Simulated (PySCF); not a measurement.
# Excitation energies in several basis sets

C₄H₁₀NS (charge +1).
Numbering: `[H]/[N:6]=[CH:5]/[CH2:4][S+:2]([CH3:1])[CH3:3]` (hydrogens: H7, H8, H9 on C1; H10, H11, H12 on C3; H13, H14 on C4; H15 on C5; H16 on N6)

Structure used (PBE0-D3(BJ)/def2-SVP), in Å, numbered top down from 1:
```xyz
16
C4H10NS angstrom
C     -0.6850    1.5748   -0.0756
S     -0.5395   -0.1171   -0.6607
C     -2.0035   -0.8841    0.0501
C      0.7586   -0.8412    0.3809
C      2.0922   -0.3391   -0.0903
N      2.1198    0.5551   -0.9796
H     -0.8030    1.5986    1.0161
H     -1.5627    2.0060   -0.5769
H      0.2276    2.0872   -0.4035
H     -1.9787   -1.9511   -0.2107
H     -2.8751   -0.4198   -0.4314
H     -2.0409   -0.7443    1.1390
H      0.5645   -0.6059    1.4413
H      0.6724   -1.9337    0.2532
H      2.9731   -0.8049    0.3862
H      3.0681    0.8278   -1.2509
```

TDDFT with PBE0 (PySCF), vertical singlets, core orbitals frozen in the response, spherical d and f functions. Isolated species at its PBE0-D3(BJ)/def2-SVP geometry (one conformer only).

```tsv
basis	functions	diffuse	S1 (eV)	S2 (eV)	S3 (eV)	S4 (eV)	S5 (eV)	LUMO (eV)	α (au)
6-31G*	108	no	5.61	6.90	7.04	8.04	8.13	-4.59	62.3
6-31+G*	132	yes	5.55	6.85	6.98	7.59	7.95	-4.81	66.4
def2-SVP	138	no	5.52	6.95	7.14	7.89	8.07	-4.72	63.2
def2-SVPD	207	yes	5.42	6.86	7.00	7.61	7.83	-4.93	70.9
aug-cc-pVDZ	232	yes	5.44	6.86	6.99	7.46	7.82	-4.88	72.1
def2-TZVP	252	no	5.46	6.78	6.87	7.68	7.83	-4.86	70.0
```

Problem. How much do these states and the polarisability depend on the basis?

Solution. States are compared by their number. Against the largest diffuse basis here (aug-cc-pVDZ, itself not a converged limit), sets without diffuse functions differ by up to 0.16 eV in S1 and 0.30 eV in S5; the smaller diffuse sets differ by up to 0.10 and 0.13 eV. State by state, the largest deviation of a set without diffuse functions is S1 0.16, S2 0.08, S3 0.15, S4 0.58, S5 0.30 eV. The same number needn't mean the same state in each row. Against aug-cc-pVDZ the polarisability deviates by -14% in 6-31G*, -8% in 6-31+G*, -12% in def2-SVP, -2% in def2-SVPD, -3% in def2-TZVP. A single + in a Pople set puts diffuse functions on heavy atoms only.
